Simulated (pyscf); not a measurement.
**Four-centre exchange: H₂N–SiH₃ (SMILES N[SiH3]) + SiH₄ (SMILES [SiH4]) → H₂N–SiH₂–SiH₃ (SMILES N[SiH2][SiH3]) + H₂ (SMILES [H][H])**

Gas phase, singlet surface, charge 0. Bonds broken: Si2–H5, Si8–H9. Bonds formed: Si2–Si8, H5–H9. Single points on ωB97X-D3(BJ)/def2-SVP structures (PySCF, gas phase).

Transition state (Å):

```xyz
12

N      1.1687     0.0866    -0.5984
Si    -0.4058    -0.6174    -0.6281
H      1.7165     0.0486     0.2556
H      1.3485     0.9360    -1.1227
H     -1.8949     0.2089     0.1163
H     -0.3793    -2.0725    -0.3186
H     -0.9948    -0.3578    -1.9766
Si    -1.3756     0.1381     1.6123
H     -2.7849     0.7237     0.7520
H      0.0024    -0.5029     1.9442
H     -2.2887    -0.8095     2.3150
H     -1.1041     1.5571     1.9869
```

One imaginary mode, 1696i cm⁻¹; descent along it reached the two sides named.

```json
[
 {"bond": "Si2–H5", "change": "breaks", "reactant side (Å)": "1.489", "saddle": "1.859", "product side": "3.6"},
 {"bond": "Si8–H9", "change": "breaks", "reactant side (Å)": "1.473", "saddle": "1.752", "product side": "3.3"},
 {"bond": "Si2–Si8", "change": "forms", "reactant side (Å)": "4.0", "saddle": "2.556", "product side": "2.345"},
 {"bond": "H5–H9", "change": "forms", "reactant side (Å)": "3.1", "saddle": "1.209", "product side": "0.760"}
]
```

Electronic energies relative to the separated reactants (eV):

```
level                   barrier  reaction energy  reverse barrier
----------------------  -------  ---------------  ---------------
ωB97X-D3(BJ)/def2-TZVP     3.12            +0.11             3.01
PBE/def2-TZVP              2.78            +0.15             2.63
r²SCAN/def2-TZVP           2.94            +0.19             2.74
B3LYP-D3(BJ)/def2-TZVP     3.14            +0.24             2.90
PBE0-D3(BJ)/def2-TZVP      2.90            +0.16             2.74
M06-2X/def2-TZVP           3.27            +0.24             3.03
ωB97M-D3(BJ)/def2-TZVP     3.23            +0.31             2.92
HF/def2-TZVP               4.27            +0.58             3.68
```

With ωB97M-D3(BJ)/def2-TZVP energies and thermal terms (ideal gas, 1 atm, RRHO with modes under 100 cm⁻¹ raised to 100, one conformer, R ln 2 for chiral ones without a mode under 150 cm⁻¹), in eV:

```tsv
T (K)	ΔH‡	ΔG‡	ΔH	ΔG
298	3.19	3.62	+0.25	+0.29
600	3.21	4.05	+0.32	+0.31
900	3.25	4.46	+0.36	+0.29
1200	3.28	4.85	+0.39	+0.26
```

At the saddle there is also a short H–Si contact that neither side keeps. The same reactants have a lower exit, to H₂N–SiH₃ + SiH₄ (barrier +1.22 eV at ωB97M-D3(BJ)/def2-TZVP, against +3.23 eV here). H₂N–SiH₂–SiH₃ lies 0.64 eV over its isomer H₃Si–NH–SiH₃ (electronic energy, ωB97M-D3(BJ)/def2-TZVP). This is the saddle that the search found; another between the same sides may lie lower.
